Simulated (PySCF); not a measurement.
Species: C3H7F.
Bonds: C1–C2, C2–C3, C2–F4. Hydrogens: H5, H6, H7 on C1; H8 on C2; H9, H10, H11 on C3.

The same species was optimised twice, with GFN2-xTB and with PBE0-D3(BJ)/def2-SVP (PySCF), and the same property calculations (PySCF, gas phase) were run on both structures.

```
   coordinate  GFN2-xTB  PBE0-D3(BJ)/def2-SVP  change
   C3–H10 (Å)     1.086                 1.100  +0.014
    C1–H6 (Å)     1.086                 1.100  +0.014
    C3–H9 (Å)     1.087                 1.101  +0.014
    C1–H5 (Å)     1.087                 1.101  +0.014
   C3–H11 (Å)     1.087                 1.099  +0.012
    C1–H7 (Å)     1.087                 1.099  +0.012
    C2–C3 (Å)     1.520                 1.512  -0.008
    C1–C2 (Å)     1.520                 1.512  -0.008
    C2–H8 (Å)     1.098                 1.106  +0.008
    C2–F4 (Å)     1.387                 1.385  -0.002
 F4–C2–H8 (°)     105.2                 106.6    +1.4
 C3–C2–H8 (°)     110.8                 109.6    -1.2
 C1–C2–C3 (°)     112.7                 113.8    +1.1
 C2–C1–H6 (°)     109.7                 110.8    +1.1
 C1–C2–H8 (°)     110.7                 109.6    -1.1
C2–C3–H10 (°)     109.8                 110.8    +1.0
 H5–C1–H6 (°)     109.2                 108.4    -0.8
H9–C3–H10 (°)     109.1                 108.4    -0.7
```

Rotational constants: A = 8712, B = 8164, C = 4815 MHz (GFN2-xTB) against A = 8786, B = 8127, C = 4822 MHz (PBE0-D3(BJ)/def2-SVP). Point groups within 0.08 Å: Cs and Cs. Atoms that the bonding makes alike are paired by their places after alignment.

On the GFN2-xTB structure: HOMO (eV) -9.15 [PBE0/pcSseg-1]; LUMO (eV) 1.54 [PBE0/pcSseg-1]; dipole (D) 1.89 [PBE0/pcSseg-1]; GIAO shielding of C1/C3 (mean) (ppm) 161.8 [PBE0/pcSseg-1]; GIAO shielding of C2 (ppm) 97.2 [PBE0/pcSseg-1]; GIAO shielding of F4 (ppm) 371.7 [PBE0/pcSseg-1].

**Question.** What do these properties become on the PBE0-D3(BJ)/def2-SVP structure?

**Answer.** 
```tsv
property	level	on GFN2-xTB	on PBE0-D3(BJ)/def2-SVP	change
HOMO (eV)	PBE0/pcSseg-1	-9.15	-9.12	+0.03
LUMO (eV)	PBE0/pcSseg-1	1.54	1.49	-0.05
dipole (D)	PBE0/pcSseg-1	1.89	1.88	-0.01
energy, GFN2-xTB geometry as zero (kcal/mol)	PBE0/pcSseg-1	0.0	-0.3	-0.3
GIAO shielding of C1/C3 (mean) (ppm)	PBE0/pcSseg-1	161.8	160.1	-1.7
GIAO shielding of C2 (ppm)	PBE0/pcSseg-1	97.2	98.2	+1.0
GIAO shielding of F4 (ppm)	PBE0/pcSseg-1	371.7	369.6	-2.1
```

The heavy atoms differ by 0.008 Å rms after alignment (one structure mirrored). Among all bonds C1–H5, C1–H6, C3–H9 and C3–H10 change most and about equally (+0.014 Å). Changes are differences of the printed values. Neither structure is proved a minimum here.
